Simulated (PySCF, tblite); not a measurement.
# Cyanoethynyl Anion (C3N−): infrared bands, NMR shifts and spin-spin couplings

Aim: predict the infrared bands, NMR shifts and spin-spin couplings of Cyanoethynyl Anion (C3N−) (`[C-]#CC#N`).

Computed with tblite 0.8.0 and PySCF 2.14.0, with density-fitted response routines of our own, on a single molecule in the gas phase. Atoms are numbered from 0 throughout.

### 1 Starting geometry

4 atoms, charge -1, multiplicity 1; geometry from: GFN2-xTB.

Bonds of the start (Å): C0–C1 1.25, C1–C2 1.35, C2–N3 1.17.

### 2 Harmonic vibrations with GFN2-xTB

What the job is given:

```
{"job": {"kind": "ir", "xc": "GFN2-xTB", "basis": "xTB"}, "charge": -1, "multiplicity": 1}
C      1.892124    -0.005439    -0.455752
C      0.651628    -0.001865    -0.302813
C     -0.685587     0.003381    -0.138923
N     -1.847931     0.008696     0.002993
```

**Question.** This job is followed by: GIAO PBE0/pcSseg-1 NMR shielding, non-relativistic, gas phase; B3LYP/pcJ-1 indirect spin-spin coupling, non-relativistic, gas phase. Predict these results of the whole session: strongest single infrared mode (GFN2-xTB); zero-point energy (GFN2-xTB); 13C shifts against TMS (PBE0/pcSseg-1); 15N shifts against NH3 (PBE0/pcSseg-1); largest coupling of the table (B3LYP/pcJ-1).

As calculated:

```
                                   quantity                    value
  strongest single infrared mode (GFN2-xTB)    2251 cm⁻¹, 562 km/mol
               zero-point energy (GFN2-xTB)             9.5 kcal/mol
     13C shifts against TMS (PBE0/pcSseg-1)   221.6, 112.9, 85.3 ppm
     15N shifts against NH3 (PBE0/pcSseg-1)                227.3 ppm
largest coupling of the table (B3LYP/pcJ-1)  1J(C,C) C1–C2, 136.7 Hz
```

**Reading.** All 7 modes are real, so the xTB geometry is a minimum. The strongest single mode, at 2251 cm⁻¹, moves mainly C2 and N3. GFN2-xTB is a fitted tight-binding method: band positions and strengths are rough. Its intensities can rank the bands wrongly. In the run at B3LYP/pcJ-1, the largest coupling of the table is C1–C2, 136.7 Hz, of which the Fermi-contact term gives 138.4 Hz.
